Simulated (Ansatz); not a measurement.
Process, species as SMILES: C=C (C2H4) + 2 [H][H] (H2) → 2 C (CH4)
B3LYP-D3(BJ)/def2-TZVP geometries, fixed; electronic energies without zero-point terms.

Basis-set convergence of the energy of full hydrogenation at CCSD(T) with Ansatz (a first-principles code). Cartesian d functions, on some or all atoms, in 6-31+G*, 6-31G**; all else is spherical. Cores are frozen. No added dispersion term, no relativity. Functions are those of the species that has most. Reference: Hartree-Fock in aug-cc-pVQZ plus the correlation part extrapolated as X^-3 from aug-cc-pVTZ and aug-cc-pVQZ, -57.69 kcal/mol, itself unsure by roughly 0.14 kcal/mol (a third of the extrapolation step and of the last Hartree-Fock step). Deviations are taken from unrounded values.

```csv
basis,functions,energy of full hydrogenation (kcal/mol),minus reference (kcal/mol)
pcseg-0,26,-51.37,6.32
6-31+G*,46,-53.04,4.66
cc-pVDZ,48,-58.32,-0.63
6-31G**,50,-58.56,-0.87
6-311+G**,68,-56.59,1.10
"6-311++G(2d,2p)",94,-57.64,0.05
aug-cc-pVTZ,184,-58.37,-0.68
cc-pVQZ,230,-58.08,-0.39
pcseg-3,252,-58.38,-0.69
```

The smallest set listed that lies within 4 kcal/mol of the reference with all its larger relatives (same family, alike in diffuse functions; a set with none counts only in the reference's own line) is cc-pVDZ (48 functions, -0.63 kcal/mol off). Inside, with no larger relative to test it: pcseg-3. (Relatives not listed, tested too: 6-311G** 0.37, cc-pVTZ -0.60, 6-311++G(3df,3pd) -0.17, aug-cc-pVQZ -0.20 kcal/mol.)
